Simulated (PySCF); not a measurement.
# Frontier levels across methods

Species: C5H13N.
Atom-mapped SMILES: `[CH3:1][NH:2][C:3]([CH3:4])([CH3:5])[CH3:6]` (hydrogens: H7, H8, H9 on C1; H10 on N2; H11, H12, H13 on C4; H14, H15, H16 on C5; H17, H18, H19 on C6)

Structure used (PBE0-D3(BJ)/def2-SVP), in Å, numbered top down from 1:
```
atom  x, y, z in Å
C1     1.801   -0.913   -0.663
N2     0.959   -0.600    0.464
C3    -0.300    0.104    0.215
C4    -0.101    1.462   -0.477
C5    -1.213   -0.779   -0.637
C6    -0.947    0.323    1.581
H7     2.127   -0.047   -1.279
H8     2.710   -1.418   -0.303
H9     1.297   -1.621   -1.339
H10    1.491   -0.082    1.159
H11    0.347    1.347   -1.476
H12   -1.060    1.989   -0.604
H13    0.563    2.108    0.121
H14   -1.326   -1.769   -0.170
H15   -2.209   -0.321   -0.736
H16   -0.815   -0.921   -1.653
H17   -1.921    0.826    1.484
H18   -1.093   -0.641    2.091
H19   -0.307    0.953    2.221
```

Basis pcSseg-1 throughout (PySCF), one geometry. Isolated species at its PBE0-D3(BJ)/def2-SVP geometry, gas phase.

Question: How do the orbital energies, the gap and the dipole change with the method?

Answer: 
```tsv
method	kind	HOMO (eV)	LUMO (eV)	gap (eV)	μ (D)	SCF cycles
BLYP	GGA	-4.63	0.46	5.10	0.79	14
OPBE	GGA	-4.71	0.79	5.50	0.81	14
PBE	GGA	-4.74	0.44	5.18	0.80	14
LDA	LDA	-4.84	0.22	5.05	0.83	13
BP86	GGA	-4.85	0.51	5.36	0.80	14
B97-2	global hybrid	-5.93	1.32	7.25	0.85	12
BHandHLYP	global hybrid	-7.56	1.98	9.55	0.89	12
CAM-B3LYP	range-separated hybrid	-7.59	2.13	9.73	0.88	12
wB97X-D	range-separated hybrid	-8.08	3.09	11.17	0.88	13
LC-wPBE	range-separated hybrid	-8.95	3.49	12.44	0.93	12
HF	Hartree–Fock	-9.75	4.19	13.94	0.95	10
```

The HOMO spans 5.12 eV, from BLYP down to HF, and the gap runs from 5.05 eV (LDA) to 13.94 eV (HF). Over the methods BLYP (0 %), OPBE (0 %), PBE (0 %), LDA (0 %), BP86 (0 %), B97-2 (21 %), BHandHLYP (50 %), HF (100 %), a straight line through the gap against the share of exact exchange rises by 0.87 eV for each 10 % (correlation coefficient 0.999). The dipole ranges from 0.79 D (BLYP) to 0.95 D (HF). This basis has no diffuse functions.

The vertical ΔSCF ionisation energy at CAM-B3LYP/def2-SVPD is 8.48 eV; −ε(HOMO) comes closest to it with wB97X-D (8.08 eV).
